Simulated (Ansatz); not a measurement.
Reactions of C3H5NO, SMILES `C1=NCOC1`.

Gas-phase electronic energies from Ansatz, PBE0-D4/def2-TZVP geometries. CBS: MP2 limit from def2 TZ/QZ plus the TZ coupled-cluster correction, frozen cores. This one scheme is used for every species, atoms too. DFT in def2-TZVPP. No spin–orbit coupling; open shells (•) take unrestricted orbitals. Spin–orbit coupling would lower the free atoms: a little for C, O. One conformer a species, not always the lowest.

```csv
reaction,ωB97M-V (kJ/mol),CCSD(T)/CBS(def2) (kJ/mol)
`C1=NCOC1` → `CCOC#N`,15,13
`C1=NCOC1` → `OC1=CNC1`,112,111
`C1=NCOC1` → `N=C1CCO1`,1,7
`C1=NCOC1` → `COCC#N`,15,10
`C1=NCOC1` → `COC=C=N`,131,136
`C1=NCOC1` → `COC1=NC1`,136,139
`C1=NCOC1` → `NCC=C=O`,15,20
`C1=NCOC1` → `OC1=NCC1`,8,11
`C1=NCOC1` → 3 C• + 5 H• + N• + O•,4186,4160
```

Largest T1 diagnostic: 0.014, for `NCC=C=O`.
